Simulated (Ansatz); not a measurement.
Geometry optimisation, RKS PBE0-D4/def2-SVP (Ansatz 0.2.0).

The input (input.yaml):

```yaml
crystal:
  periodic: [false, false, false]
  atoms:
    - { symbol: B, position_ang: [0.0, 0.0, 0.0] }
    - { symbol: H, position_ang: [0.0, 0.0, 1.54] }
    - { symbol: H, position_ang: [1.0305, 0.0, -0.595] }
    - { symbol: H, position_ang: [-1.0305, 0.0, -0.595] }
    - { symbol: O, position_ang: [0.0715, -1.6212, 0.5392] }
    - { symbol: Si, position_ang: [-0.6985, -2.9178, -0.2012] }
    - { symbol: H, position_ang: [0.2063, -4.0629, -0.2427] }
    - { symbol: H, position_ang: [-1.8953, -3.2713, 0.5566] }
    - { symbol: H, position_ang: [-1.0766, -2.5477, -1.562] }
    - { symbol: H, position_ang: [0.0379, -0.8605, 1.537] }
basis:
  gaussian: { orbitals: def2-SVP }
hamiltonian:
  xc: pbe0
  dispersion: d4
relax:
  f_tol: 0.15
  max_steps: 25
  restrain:
    - { distance: [0, 4], at: 2.61, k: 30.0 }
    - { distance: [9, 1], at: 1.86, k: 30.0 }
    - { distance: [0, 1], at: 1.19, k: 30.0 }
    - { distance: [9, 4], at: 1.01, k: 30.0 }
```

Command:

```bash
$ ansatz run input.yaml --threads 2 --pin off --max-ram 3072MiB --backend cpu --events-out ev --progress --plain --runs-dir out
```

Where does it end, and by what steps?

It converged. The restraints hold the end off the free minimum. After 11 steps the energy has fallen by 1.783 eV (the restraints' own energy left out); H3 moved furthest, 0.76 Å. Parted: B1–O5 (1.71 → 2.60 Å). Joined: B1–H2 (1.54 → 1.20 Å).

```tsv
step	energy less start (eV)	largest force component (eV/Å)	accepted
0	0.0000	4.054	yes
1	-0.6370	3.069	yes
2	-1.1795	2.571	yes
3	-1.2950	2.152	yes
4	-1.5477	1.211	yes
5	-1.6459	1.420	yes
6	-1.7444	1.059	yes
7	-1.7770	0.750	yes
8	-1.7814	0.892	yes
9	-1.7684	0.919	no
10	-1.7773	0.825	no
11	-1.7831	0.876	yes
```

```xyz
10
Properties=species:S:1:pos:R:3
B 0.066 0.437 0.016
H -0.169 0.419 1.193
H 1.177 0.709 -0.362
H -0.843 0.298 -0.766
O 0.294 -2.068 0.666
Si -0.726 -3.159 -0.101
H 0.057 -4.404 -0.326
H -1.915 -3.450 0.758
H -1.194 -2.622 -1.413
H -0.102 -1.441 1.312
```

The run took 18 s on 2 threads of Arm Neoverse V1, on a shared host, peak memory 0.15 GiB.
